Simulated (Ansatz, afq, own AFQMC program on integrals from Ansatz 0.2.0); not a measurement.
Integrals from Ansatz 0.2.0, then the random walk in our own AFQMC program (afq).

```yaml
crystal:
  periodic: [false, false, false]
  atoms:
    - {symbol: Al, position_ang: [0.000000, 0.000000, 0.000000]}
    - {symbol: O, position_ang: [0.000000, 0.000000, 1.620001]}
basis:
  gaussian: {orbitals: 6-31G}
magnetization: {spin_polarized: true, initial_magnetization: 1}
correlation: {method: ccsd_t, electrons: outside_noble_gas, hamiltonian_folder: ham}
```

```sh
$ ansatz run in.yaml --threads 1 --pin off --events-out ev --progress --plain --max-ram 24576MiB --backend cuda --devices 0, --max-vram 18GiB
```

Options of the walk:

```
--method free --trial cisd --walkers 4000 --time-step 0.03 --max-blocks 4000 --target-error 0.00036 --factor-cut 1e-05 --seed 4660 --times 0,0.3,0.6,1.2,1.8,2.4,3.6,4.8,6 --taylor-order 8
```

Times are imaginary, in 1/Eh. The walk had a cap of 61 s.

Log:

```
orbitals 16  electrons 5 4  factors 85 of 214
reference energy -316.68375134 Eh
CCSD correlation -0.16597843 Eh in 16 cycles, weight of the determinant in the CISD state 0.6806
repeat  energy at the last time / Eh  error
    10  -316.858833  0.000772
    20  -316.858744  0.000486
    30  -316.858620  0.000400
    40  -316.858535  0.000338
time / (1/Eh)  energy / Eh  error  mean overlap
  0.00  -316.849867  0.000111  1.4696
  0.30  -316.853512  0.000112  1.4695
  0.60  -316.854900  0.000118  1.4728
  1.20  -316.856103  0.000145  1.4819
  1.80  -316.857285  0.000130  1.4874
  2.40  -316.857705  0.000138  1.4938
  3.60  -316.858115  0.000169  1.5074
  4.80  -316.858026  0.000445  1.5291
  6.00  -316.858548  0.000330  1.5454
energy -316.858548 +/- 0.000330 Eh
```

The run failed at least one of its tests; the cautions name the faults.

Against this walk (error 9.0 meV) on the same determinant: CCSD(T) 106.1 meV higher, full CI 4.8 meV lower (within the noise). The error is statistical, and a free projection of finite length keeps a remainder of its start. The last points scatter (meV from the last: 34 ± 4 at 1.80, 23 ± 4 at 2.40, 12 ± 5 at 3.60, 14 ± 12 at 4.80, 0 ± 9 at 6.00); the last is the one printed as the energy, and the gaps above move with that scatter. The determinant is a poor start (see the cautions), so the low cluster orders aren't to be relied on, and full CI is the sure value.

Cautions: remainder of the start not in the error; phase noise grows fast; an unrestricted solution with more broken spin lies lower (176 meV, ⟨S²⟩ 0.90); strong correlation (T1 0.117, weight of the determinant 0.68, largest double 0.12).

The walk took 19 s on 1 × NVIDIA H100 80GB HBM3 with 2 threads of AMD EPYC 7R13 Processor (Zen 3), on a shared host (the card was shared). The log's last line is the free-projection energy.

A walk keeps the symmetry of its determinant, which the program's search chose and which needn't be the lowest solution, so a lower state of the same spin and another symmetry isn't excluded.
